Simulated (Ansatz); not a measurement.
# C₂HSi (quartet): from Hartree-Fock to the top rungs, cc-pVTZ

The task here is to estimate one member of a computed series from the others.

Method: cc-pVTZ, core rule «outside noble gas», up to 7 orbitals frozen; program: Ansatz 0.2.0, Gaussian basis.

The runs, in order: UHF; CCSD(T) on ROHF; CCSD(T) on UHF; BCCD(T) on ROHF; CCSDT(Q) on ROHF; CCSDT(Q) on UHF.

13 further runs of the same task are left out: 13 set aside as unsound or not needed.

### The geometry

The geometry is a PBE0/def2-TZVP stationary point (not a proven minimum) of the parent state, kept for this charge and spin.

4 atoms, charge 0, spin multiplicity 4.

Atoms are counted from 1 here; the program's logs count them from 0.

Bond lengths: C1–C2 1.222 Å, C1–H4 1.067 Å, C2–Si3 1.799 Å. Angles: C2–C1–H4 180.0°, C1–C2–Si3 180.0°.

Set-up of the first run:

in.yaml

```yaml
crystal:
  periodic: [false, false, false]
  atoms:
    - {symbol: C, position_ang: [0.000000, 0.000000, 0.794175]}
    - {symbol: C, position_ang: [0.000000, 0.000000, -0.427825]}
    - {symbol: Si, position_ang: [0.000000, 0.000000, -2.227125]}
    - {symbol: H, position_ang: [0.000000, 0.000000, 1.860775]}
basis:
  gaussian: {orbitals: cc-pVTZ}
magnetization: {spin_polarized: true, initial_magnetization: 3}
hamiltonian: {xc: hf}
output: {orbitals: {seedname: orbitals}}
```

Command:

```
$ ansatz run in.yaml --threads 1 --pin off --events-out ev --progress --plain --max-ram 4096MiB --backend cpu
```

Steps of the session up to this table: UHF; CCSD(T) on ROHF; CCSD(T) on UHF; BCCD(T) on ROHF; CCSDT(Q) on ROHF; CCSDT(Q) on UHF.

One of the session's tables, all rows but one given; the rest of the session is left out.

It belongs to the step «Misses and costs». 

| method | from UCCSDT(Q) (meV) |
| --- | --- |
| ROHF | +10659.9 |
| UHF | +10469.4 |
| RMP2 | +1105.2 |
| UMP2 | +1488.1 |
| RCCSD | +654.3 |
| UCCSD | +646.0 |
| RCCSD(T) | +67.7 |
| UCCSD(T) | ? |
| BCCD(T) | +64.3 |
| RCCSDT | +53.4 |
| UCCSDT | +48.5 |
| RCCSDT(Q) | +3.6 |
| UCCSDT(Q) | 0 |

**Question.** Estimate the row for UCCSD(T).

The run gave: from UCCSDT(Q) (meV): +80.1. In the column «from UCCSDT(Q) (meV)» it lies between RCCSD(T) (+67.7) and UCCSD (+646.0).

Limits of these values: Restricted and unrestricted rows rest on different reference determinants; where their highest levels disagree by more than a few hundredths of an eV, they describe different states and don't form one ladder.
